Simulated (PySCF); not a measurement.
Delta-SCF ions had no search for a lower state. Excitations are Tamm–Dancoff values on a coarser integration grid. The basis has no diffuse functions, so Rydberg states are missing or too high.

**CH₂O, SMILES `C=O` (charge 0, multiplicity 1)**

The numbers are results of M06-2X/def2-TZVP // B3LYP-D3(BJ)/def2-TZVP in PySCF, not measurements.

- HOMO: -9.47 eV
- dipole moment: 2.42 D
- LUMO: -0.09 eV
- HOMO–LUMO gap: 9.38 eV
- S1 excitation (TDA): 3.84 eV
- S1 oscillator strength: 0.000
- brightest of the four lowest singlets (TDA): 8.79 eV
- T1 excitation (TDA): 3.30 eV
- S1–T1 gap (TDA): 0.55 eV
- vertical ionisation energy (Delta-SCF): 10.97 eV
- total energy: -114.4991 Ha
- cost: about 100 core-seconds (a rough figure)

```xyz
4

C     -0.0058     0.0006    -0.0001
O      1.1865    -0.1240     0.0132
H     -0.6879    -0.8720    -0.0081
H     -0.4928     0.9954    -0.0050
```
